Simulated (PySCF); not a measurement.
**Unknown compound**

An unknown has the formula C4H8. Its calculated NMR data are:

1H NMR (300 MHz, computed): δ 1.91 (s, 8H).

13C{1H} NMR (computed): δ 24.1.

[PySCF 2.14.0 with density-fitted response routines: PBE0/pcSseg-1 with gauge-including orbitals; PBE0-D3(BJ)/def2-SVP structure; couplings computed with B3LYP/pcJ-1 (without the spin–dipole term); single conformer; fast rotation and ring inversion assumed for equivalent nuclei; isolated molecule; no relativistic terms]

Shifts are taken against calculated references (same method and geometry level): 1H (σ = 31.27 ppm), 13C (σ = 184.41 ppm) against TMS.

Propose a structure and justify it.

Results:


The formula gives 1 degree of unsaturation (1 ring in the answer). 1 carbon signal for 4 carbons: some carbons are equivalent by symmetry or fast rotation. Carbon types of the structure: 4 × CH2, which accounts for all hydrogens. δC 24.1: sp3 CH2 in a ring; a saturated carbon with 2 carbon neighbours and no heteroatom attached. δH 1.91: hydrogen on an sp3 CH2 in a ring; far from electronegative atoms and π systems.

The compound is cyclobutane (C1CCC1).

Shifts are as computed. Against solution values, carbons near 30 ppm lie about +2 ppm off and those near 130 ppm about +4 ppm. Of 246 compounds with measured shifts, 49 miss one by over three times the rms of a fit or turn the order of signals round; such compounds aren't used in these exercises.
